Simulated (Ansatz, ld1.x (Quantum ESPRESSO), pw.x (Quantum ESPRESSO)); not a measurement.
# What a changed setting does to a pw.x run (bcc Al)

Potential: norm-conserving Troullier–Martins (Kleinman–Bylander form), ld1.x (Quantum ESPRESSO) 7.5, PBEsol; core [Ne], reference 3s2 3p1; waves: 3p (bound): rc 2.95 bohr; 3d channel at 0.72 Ry: rc 2.65 bohr; 3s (bound): rc 1.45 bohr; local part: the s channel; core correction: Bessel-smoothed model core inside 1.20 bohr.

The reference run (k-mesh 14³, cutoffs 85/340 Ry, Fermi–Dirac 0.01 Ry, mixing_beta 0.4, conv_thr 1e-9, no spin) gives -0.65 GPa at 16.575 Å³/atom, where all-electron LAPW gives 0.16 GPa. This run, with its own iteration cap, changes mixing_ndim to 2.

```
&control
  calculation='scf', prefix='x', pseudo_dir='./', outdir='./tmp', tstress=.true., disk_io='none'
/
&system
  ibrav=0, nat=1, ntyp=1, ecutwfc=85, ecutrho=340, nbnd=8,
  occupations='smearing', smearing='fd', degauss=0.01
/
&electrons
  conv_thr=1e-09, mixing_beta=0.4, electron_maxstep=60, mixing_ndim=2
/
ATOMIC_SPECIES
Al 1.0 Al.UPF
CELL_PARAMETERS angstrom
  -1.60619344 1.60619344 1.60619344
  1.60619344 -1.60619344 1.60619344
  1.60619344 1.60619344 -1.60619344
ATOMIC_POSITIONS crystal
Al 0.0000 0.0000 0.0000
K_POINTS automatic
14 14 14 0 0 0
```

```bash
pw.x < Al.scf.in > Al.scf.out
```

Problem. How does the run end?

Solution. It converges in 7 iterations; the free energy moves by +0.0 meV/atom and the pressure by +0.00 GPa. The result is that of the reference run.

```
Message from routine setup:
     using ibrav=0 with symmetry is DISCOURAGED, use correct ibrav instead
     lattice parameter (alat)  =       5.2572  a.u.
     unit-cell volume          =     111.8536 (a.u.)^3
     number of electrons       =         3.00
     number of Kohn-Sham states=            8
     kinetic-energy cutoff     =      85.0000  Ry
     charge density cutoff     =     340.0000  Ry
     scf convergence threshold =      1.0E-09
     Exchange-correlation= PBESOL
     number of k points=   104  Fermi-Dirac smearing, width (Ry)=  0.0100
     iteration #  1     ecut=    85.00 Ry     beta= 0.40
     total energy              =     -11.29537053 Ry
     estimated scf accuracy    <       0.00631592 Ry
     iteration #  2     ecut=    85.00 Ry     beta= 0.40
     total energy              =     -11.29436308 Ry
     estimated scf accuracy    <       0.00194203 Ry
     iteration #  3     ecut=    85.00 Ry     beta= 0.40
     total energy              =     -11.29447711 Ry
     estimated scf accuracy    <       0.00000157 Ry
     iteration #  4     ecut=    85.00 Ry     beta= 0.40
     total energy              =     -11.29448160 Ry
     estimated scf accuracy    <       0.00000035 Ry
     iteration #  5     ecut=    85.00 Ry     beta= 0.40
     total energy              =     -11.29448162 Ry
     estimated scf accuracy    <          5.6E-09 Ry
     iteration #  6     ecut=    85.00 Ry     beta= 0.40
     total energy              =     -11.29448162 Ry
     estimated scf accuracy    <          2.0E-09 Ry
     iteration #  7     ecut=    85.00 Ry     beta= 0.40
     the Fermi energy is     7.8059 ev
!    total energy              =     -11.29448162 Ry
     estimated scf accuracy    <          1.9E-11 Ry
     smearing contrib. (-TS)   =      -0.00172987 Ry
     The total energy is F=E-TS. E is the sum of the following terms:
     one-electron contribution =       2.96737577 Ry
     hartree contribution      =       0.00452515 Ry
     xc contribution           =      -8.86922701 Ry
     ewald contribution        =      -5.39542568 Ry
     convergence has been achieved in   7 iterations
          total   stress  (Ry/bohr**3)                   (kbar)     P=       -6.51
     Message from routine punch:
     Nothing written, as per user request (disk_io='none')
```

The run took about 7.8 s on one core of a shared host (Neoverse-V2, 32 threads, 247 GiB, load 48).
